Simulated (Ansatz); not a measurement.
**BH₄O (doublet): from Hartree-Fock to the top rungs at distance B1–H4 along a hydrogen transfer = 1.389 Å, cc-pVDZ**

An exercise on one series of results from a longer session: the logs are not shown, and one member is left open.

Computed with Ansatz 0.2.0, Gaussian basis. Level: cc-pVDZ, core rule «outside noble gas», up to 2 orbitals frozen.

The runs, in order: UHF; CCSD(T) on ROHF; CCSD(T) on UHF; BCCD(T) on ROHF; CISD; CCSDT(Q) on ROHF; CCSDT(Q) on UHF; CASSCF and MRCISD+Q, 3 electrons in 3 orbitals; CASSCF and NEVPT2, 3 electrons in 3 orbitals.

5 further runs of the same task are left out: 1 for a mislabelled method, 2 that didn't finish, 2 set aside as unsound or not needed.

### The geometry

The geometry derives from fragments relaxed apart (PBE0/def2-TZVP) and kept rigid, so it is no stationary point. A hydrogen atom is moved between rigid fragments.

6 atoms, charge 0, spin multiplicity 2.

Atoms are counted from 1 here; the program's logs count them from 0.

Bond lengths: B1–H2 1.193 Å, B1–H3 1.193 Å, B1–H4 1.389 Å, H4–O5 1.136 Å, O5–H6 0.973 Å. Angles: H2–B1–H3 120.0°, H2–B1–H4 120.0°, H3–B1–H4 120.0°, B1–H4–O5 180.0°, H4–O5–H6 105.0°.

Geometry (Å):

```xyz
6

B    -1.4070    0.0307    0.0000
H    -2.0037    1.0643    0.0000
H    -2.0037   -1.0029    0.0000
H    -0.0180    0.0307    0.0000
O     1.1180    0.0307    0.0000
H     1.3699   -0.9092    0.0000
```

Set-up of the first run:

Contents of in.yaml:

```yaml
crystal:
  periodic: [false, false, false]
  atoms:
    - {symbol: B, position_ang: [-1.406986, 0.030718, 0.000000]}
    - {symbol: H, position_ang: [-2.003719, 1.064290, 0.000000]}
    - {symbol: H, position_ang: [-2.003719, -1.002853, 0.000000]}
    - {symbol: H, position_ang: [-0.017986, 0.030718, 0.000000]}
    - {symbol: O, position_ang: [1.118014, 0.030718, 0.000000]}
    - {symbol: H, position_ang: [1.369873, -0.909232, 0.000000]}
basis:
  gaussian: {orbitals: cc-pVDZ}
magnetization: {spin_polarized: true, initial_magnetization: 1}
hamiltonian: {xc: hf}
output: {orbitals: {seedname: orbitals}}
```

Launch:

```console
$ ansatz run in.yaml --threads 1 --pin off --events-out ev --progress --plain --max-ram 2393MiB
```

Among the steps run: UHF; CCSD(T) on ROHF; CCSD(T) on UHF; BCCD(T) on ROHF; CISD; CCSDT(Q) on ROHF; CCSDT(Q) on UHF; CASSCF and MRCISD+Q, 3 electrons in 3 orbitals; CASSCF and NEVPT2, 3 electrons in 3 orbitals.

One table of the session follows, with a row left open; its other results are not shown here.

| method | from UCCSDT(Q) (kJ/mol) |
| --- | --- |
| ROHF | +864.5 |
| UHF | +838.5 |
| RMP2 | +91.0 |
| UMP2 | +103.9 |
| CISD | +87.0 |
| RCCSD | +21.2 |
| UCCSD | +20.1 |
| RCCSD(T) | +3.9 |
| UCCSD(T) | +4.0 |
| BCCD(T) | +3.9 |
| RCCSDT | +2.0 |
| UCCSDT | +1.8 |
| RCCSDT(Q) | ? |
| UCCSDT(Q) | 0 |
| CASSCF pair | +792.7 |
| NEVPT2 pair | +98.7 |
| MRCISD pair | +75.9 |
| MRCISD+Q pair | +11.2 |

Estimate the missing values for RCCSDT(Q).

As computed: from UCCSDT(Q) (kJ/mol): +0.1. In the column «from UCCSDT(Q) (kJ/mol)» it lies between UCCSDT(Q) (0) and UCCSDT (+1.8).

Among the levels timed on like hardware and quicker than the yardstick, those that no quicker one beats, quickest first: MRCISD+Q pair (1.6 s, +11.2 kJ/mol); RCCSD(T) (3 s, +3.9 kJ/mol).

To keep in mind: Of the multireference levels listed MRCISD+Q pair comes nearest in total energy (+11.2 kJ/mol), which doesn't show that its space is the better one. Restricted and unrestricted rows rest on different reference determinants; where their highest levels disagree by more than a few hundredths of an eV, they describe different states and don't form one ladder.
